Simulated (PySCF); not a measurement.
Compound: methylthioborine, CH3BS.
Numbering: `[CH3:1][B:2]=[S:3]` (hydrogens: H4, H5, H6 on C1)

Computed with PySCF at wB97X-D/pcSseg-2, non-relativistic, on one gas-phase PBE0-D3(BJ)/def2-TZVP geometry that isn't relaxed in the solvent. The solvent is an IEF-PCM continuum (van der Waals radii × 1.2). Only the electrostatic response of the medium enters.

Gas phase at wB97X-D/pcSseg-2: HOMO -9.82 eV, LUMO 1.29 eV, dipole 2.94 D.

Task: What does the continuum do to the energy, the frontier levels and the dipole at wB97X-D/pcSseg-2 in chloroform?

Result: 
| solvent | ε | E(solvent) − E(gas) (kcal/mol) | polarisation term (kcal/mol) | distortion of the solute (kcal/mol) | HOMO (eV) | LUMO (eV) | dipole (D) |
| --- | --- | --- | --- | --- | --- | --- | --- |
| chloroform | 4.711 | -2.37 | -2.82 | 0.45 | -9.94 | 1.31 | 3.68 |

Polarisation term: ½ Σ q·V over the induced surface charges. Distortion: the rise of the solute's own energy as its density leaves the gas-phase optimum.

Task: Which radius a makes the point-dipole formula ΔE = −[(ε − 1)/(2ε + 1)]·μ²/a³ give the value in chloroform, with the gas-phase dipole?

Result: μ = 1.158 au and |ΔE| = 0.00377 Eh give a = 2.66 Å; the farthest nucleus lies 2.55 Å from the centroid of the nuclei. The formula assumes a rigid point dipole at the centre of a sphere.

The pairwise dispersion term of wB97X-D wasn't added to the energies; at a given geometry it leaves orbitals and properties as they are.
